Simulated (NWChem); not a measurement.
Molecule: fluorine (F$_{2}$); SMILES FF

Results from NWChem. Pople sets run with spherical d functions. All runs use the structure optimised with PBE0-D3(BJ)/def2-TZVP. Level: M05-2X/6-31G* with SMD (1 M gas to 1 M solution), gas-phase geometry.

```
solvent        dielectric constant  solvation free energy (kcal/mol)  cavity-dispersion-structure term (kcal/mol)
-------------  -------------------  --------------------------------  -------------------------------------------
water                         78.4                               2.2                                          2.3
benzene                       2.27                               0.5                                          0.6
1-octanol                     9.86                               0.7                                          0.8
cyclohexane                   2.02                               0.7                                          0.7
acetonitrile                  35.7                               0.7                                          0.9
n-hexane                      1.88                               0.5                                          0.5
ethyl acetate                 5.99                               0.6                                          0.7
```
